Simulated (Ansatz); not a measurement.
Energy needed to pull apart C₂H₄S (SMILES CC=S), closed shell, into free ground-state atoms, from the structure below (displaced at random from a GFN2-xTB minimum); no zero-point or spin–orbit terms; open-shell atoms are treated unrestricted, in their ground-state multiplicity.

C1  (-0.581, 0.343, -0.168)
C2  (0.763, -0.404, 0.006)
S3  (1.099, -1.186, 1.305)
H4  (-1.345, -0.436, -0.107)
H5  (-0.735, 0.818, -1.120)
H6  (-0.735, 1.077, 0.686)
H7  (1.424, -0.269, -0.757)
(Å)

Program: Ansatz 0.2.0. Basis: def2-TZVPP. Cores are frozen in the correlated methods. B3LYP uses VWN-RPA correlation.

```tsv
method	atomization energy (eV)
PBE-D4	27.43
r2SCAN-D4	26.85
PBE0-D4	?
B3LYP-D4	26.78
CAM-B3LYP-D4	26.78
wB97M-V	26.90
HF	19.40
MP2	?
CCSD	25.61
CCSD(T)	26.07
```

Task: What does MP2 give? (An estimate is asked for; the value comes from the calculation.)

Result: The calculation gives: 26.42 eV, which is about 0.36 eV more than CCSD(T)/def2-TZVPP.

Task: What does PBE0-D4 give? (Judge from chemistry; the value comes from the calculation.)

Result: Computed: 26.93 eV, which is about 0.87 eV more than CCSD(T)/def2-TZVPP.

In triple zeta the MP2 and coupled-cluster atomization energies are still short of their basis limit by a few kcal/mol a bond, whereas those of the functionals are nearly converged, so these differences are not deviations from converged CCSD(T).

No T1 diagnostic of these runs exceeds 0.015. The restricted Hartree–Fock reference is unstable towards an unrestricted one here.

For scale, one of the runs: CCSD(T)/def2-TZVPP forces, 160 basis functions (an equivalent command: `ansatz run in.yaml --threads 4`). Time: 54 s of wall clock on 4 CPU threads; the host was shared. Peak host memory: 2.2 GiB.
